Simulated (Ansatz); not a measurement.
We consider zinc-blende MgS (metastable phase), described by B3LYP (VWN-RPA form) in Ansatz (plane waves, PAW).

Run with plane-wave cutoff 460 eV, 8×8×8 k mesh, Fermi–Dirac smearing 0.01 eV, scalar-relativistic PAW data made under PBE.

The cell is scaled about its equilibrium volume:

```json
[
 {"V (Å³/atom)": "21.989", "P (GPa)": "3.25", "direct gap at Γ (eV)": "5.160"},
 {"V (Å³/atom)": "22.678", "P (GPa)": "1.24", "direct gap at Γ (eV)": "4.984"},
 {"V (Å³/atom)": "23.146", "P (GPa)": "0.03", "direct gap at Γ (eV)": "4.870"},
 {"V (Å³/atom)": "23.724", "P (GPa)": "-1.30", "direct gap at Γ (eV)": "4.734"},
 {"V (Å³/atom)": "24.303", "P (GPa)": "-2.48", "direct gap at Γ (eV)": "4.604"}
]
```

A straight line through the gaps at Γ against ln V gives a volume deformation potential dE_g(Γ)/d ln V of -5.5 eV: the gap at Γ widens under compression.

Measured, for comparison: band gap 4.78 ± 0.1 eV (temperature not stated, extrapolated in composition from an alloy gap of 4.19 eV, direct; extrapolated from a Zn0.2Mg0.8S0.645Se0.355 epilayer; as tabulated in Lucero et al. (2012), arXiv:1111.4515).

Ansatz is a first-principles code.
